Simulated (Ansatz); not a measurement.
Program: Ansatz. Geometries: PBE0-D4/def2-TZVP. ΔE: electronic, gas phase. CCSD(T)/CBS is the MP2 limit (def2-TZVPP, def2-QZVPP) plus CCSD(T) − MP2 in def2-TZVPP, frozen cores. This one scheme is used for every species. Double bonds are as drawn, so ΔE can hold a change between cis and trans. DFT in def2-TZVPP. Each species was taken in one conformer, which may not be the lowest.

Consider the formal hydrolysis of a C–S bond: `N/C=C(/F)S` + H₂O → `N/C=C(\O)F` + H₂S.

```
             level  ΔE (kcal/mol)  difference from CCSD(T)/CBS
           ωB97M-V            3.5                         -1.9
          PBE-QIDH            4.3                         -1.1
              BLYP            3.2                         -2.2
              PBE0            3.7                         -1.7
           r2SCAN0            3.5                         -1.9
           LC-ωPBE            2.8                         -2.6
    MP2/def2-TZVPP            5.8                          0.4
SCS-MP2/def2-TZVPP            4.3                         -1.1
     MP2/CBS(def2)            7.7                          2.3
    CCSD/CBS(def2)            4.4                         -1.0
       CCSD(T)/CBS            5.4                            0
```

Largest T1 diagnostic among the species: 0.013.

From PBE to PBE0 (25 % exact exchange), in def2-TZVPP and without D4, ΔE moves by −0.7 kcal/mol. In def2-TZVPP, CCSD(T) changes the Hartree–Fock value by +4.1 kcal/mol (the triples alone add +0.9 kcal/mol) and MP2 by +6.5 kcal/mol.
